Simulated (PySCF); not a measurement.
CS₂, charge -1, multiplicity 2. Atoms are numbered in the order given.

```xyz
3

S      0.0000    -1.5491     0.0771
C      0.0000     0.0000    -0.4110
S      0.0000     1.5491     0.0771
```
Charge -1, spin multiplicity 2.

The structure is a stationary point at PBE0-D3(BJ)/def2-TZVPD. The spin state was assumed, not searched.

These are CAM-B3LYP/def2-TZVPD (PySCF) values and carry that method's errors.

Mulliken values depend strongly on the basis, most of all with diffuse functions as here. ESP charges are fitted to the potential on shells at 1.4 to 2.0 van der Waals radii. Atomic charges (e):

```
atom  meta-Löwdin  ESP fit  Mulliken  Mulliken spin
----  -----------  -------  --------  -------------
S1          -0.34    -0.48     -0.50           0.20
C2          -0.33    -0.04      0.00           0.59
S3          -0.34    -0.48     -0.50           0.20
```
